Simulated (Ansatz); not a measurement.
Compare A (`C/C=C\C(C)C`) with its isomer B (`C/C=C(\C)CC`).

Computed with Ansatz on PBE0-D4/def2-TZVP structures; ΔE is electronic, products minus reactants. CBS: MP2 limit from def2 TZ/QZ plus the TZ coupled-cluster correction, frozen cores. Double bonds are as drawn, so ΔE can hold a change between cis and trans. Functionals use def2-TZVPP. Each species was taken in one conformer, which may not be the lowest.

Question: Which isomer does CCSD(T)/CBS put lower? Give the gap. (Best estimate.)

Answer: Ansatz gave: B, by 1.1 kcal/mol.

Question: Give E(B) − E(A) in kcal/mol with B2PLYP, CCSD(T)/def2-SVP, LDA (SPW92), MP2/def2-TZVPP, HF/def2-TZVPP, r2SCAN-D4, PBE0-D4. (Best estimate.)

Answer: The calculation gave: B2PLYP -1.4, CCSD(T)/def2-SVP -1.1, LDA (SPW92) -2.7, MP2/def2-TZVPP -1.3, HF/def2-TZVPP -0.7, r2SCAN-D4 -1.8, PBE0-D4 -1.9. None reverses the order clearly.

Largest T1 diagnostic: 0.009.

Leaving LDA and LC-ωPBE aside and taking each functional with its dispersion term where it has one, the values, not all of them listed here, spread over 0.7 kcal/mol, from PBE-D4 to ωB97M-V.
